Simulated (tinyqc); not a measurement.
RHF in the sto-3g basis, for HF, spin multiplicity 1, step by step. One step of it, computed by the program tinyqc.

Task: Iteration 3: diagonalisation and new density. Diagonalise F' = X^T F X, C = X C', fill 5 alpha and 5 beta electrons from the bottom; D = 2 C_occ C_occ^T. Each column has its largest component positive (the first on a tie).

extrapolated F (hartree):
```
,1F 1s,1F 2s,1F 2px,1F 2py,1F 2pz,2H 1s
1F 1s,-25.906886,-6.625277,-0.003407,-0.000227,-0.022894,-1.170959
1F 2s,-6.625277,-3.039000,-0.000164,-0.000011,-0.074586,-1.013657
1F 2px,-0.003407,-0.000164,-0.460515,0.000346,0.040969,-0.018511
1F 2py,-0.000227,-0.000011,0.000346,-0.465688,0.002730,-0.001233
1F 2pz,-0.022894,-0.074586,0.040969,0.002730,-0.329254,-0.555589
2H 1s,-1.170959,-1.013657,-0.018511,-0.001233,-0.555589,-0.509401
```

X:
```
,1,2,3,4,5,6
1F 1s,0.310019,0.754865,0.000000,0.000000,-0.585179,0.236902
1F 2s,-0.868355,-0.440807,0.000000,0.000000,-0.351968,0.470543
1F 2px,0.000000,0.000000,-0.338694,0.940897,0.000000,0.000000
1F 2py,0.000000,0.000000,0.940897,0.338694,0.000000,0.000000
1F 2pz,-0.589056,0.583452,0.000000,0.000000,0.604454,0.298722
2H 1s,0.978817,-0.279024,0.000000,0.000000,0.236859,0.522179
```

Give: F' = X^T F X; orbital energies; coefficients C; D after iteration 3.

Result:

F' = X^T F X (hartree):
```
,1,2,3,4,5,6
1,-0.2314,-2.6819,0.0119,-0.0416,2.0293,-0.8858
2,-2.6819,-10.6524,-0.0073,0.0256,10.5964,-5.8068
3,0.0119,-0.0073,-0.4653,-0.0014,-0.0062,-0.0005
4,-0.0416,0.0256,-0.0014,-0.4609,0.0216,0.0016
5,2.0293,10.5964,-0.0062,0.0216,-11.7434,6.4871
6,-0.8858,-5.8068,-0.0005,0.0016,6.4871,-4.7576
```

orbital energies (hartree): MO1 -25.9165, MO2 -1.4541, MO3 -0.5804, MO4 -0.4657, MO5 -0.4603, MO6 0.5660

coefficients C:
```
,MO1,MO2,MO3,MO4,MO5,MO6
1F 1s,0.9948,-0.2516,0.0736,0.0000,0.0151,0.0770
1F 2s,0.0219,0.9536,-0.3832,0.0000,-0.0838,-0.4794
1F 2px,0.0001,-0.0008,-0.1538,-0.0665,0.9846,-0.0509
1F 2py,0.0000,-0.0001,-0.0102,0.9978,0.0656,-0.0034
1F 2pz,0.0025,0.0694,0.6933,0.0000,0.0666,-0.8075
2H 1s,-0.0050,0.1464,0.5284,0.0000,0.1355,1.0226
```

D after iteration 3:
```
,1F 1s,1F 2s,1F 2px,1F 2py,1F 2pz,2H 1s
1F 1s,2.1171,-0.4952,0.0078,0.0005,0.0741,-0.0016
1F 2s,-0.4952,2.1275,-0.0488,-0.0032,-0.4101,-0.1487
1F 2px,0.0078,-0.0488,1.9948,-0.0003,-0.0821,0.1040
1F 2py,0.0005,-0.0032,-0.0003,2.0000,-0.0055,0.0069
1F 2pz,0.0741,-0.4101,-0.0821,-0.0055,0.9798,0.7711
2H 1s,-0.0016,-0.1487,0.1040,0.0069,0.7711,0.6381
```
